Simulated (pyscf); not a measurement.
Thermochemistry of product channels of O=B–OH + CH₄ on the singlet surface, in kcal/mol, from CCSD(T)/def2-TZVPP + ΔMP2(QZVPP) energies (ideal gas, 1 atm, RRHO with modes under 100 cm⁻¹ raised to 100, one conformer, R ln 2 for rigid chiral ones). Single points on ωB97X-D3(BJ)/def2-SVP structures (PySCF, gas phase). MP2 and CC: frozen core, UHF for open shells. ΔMP2 is the change of the MP2 total energy from the triple- to the quadruple-zeta basis.

```csv
products,ΔE,ΔH(298 K),ΔG(298 K),ΔG(900 K)
H₃C–B(OH)–OH,…,-22.4,-13.2,…
H₃C–O–BH–OH,-0.9,+1.5,+11.0,+30.0
```

Task: Fill in the missing entries.

Result: 
- H₃C–B(OH)–OH, ΔE: -24.9
- H₃C–B(OH)–OH, ΔG(900 K): +4.5

The channel to H₃C–B(OH)–OH turns unfavourable between 298 and 1200 K (ΔG from -13.2 kcal/mol to +12.8 kcal/mol).

These are energies of the channels, which say nothing of barriers. The CCSD(T) − MP2 part came from Ansatz, without density fitting, on the same reference.
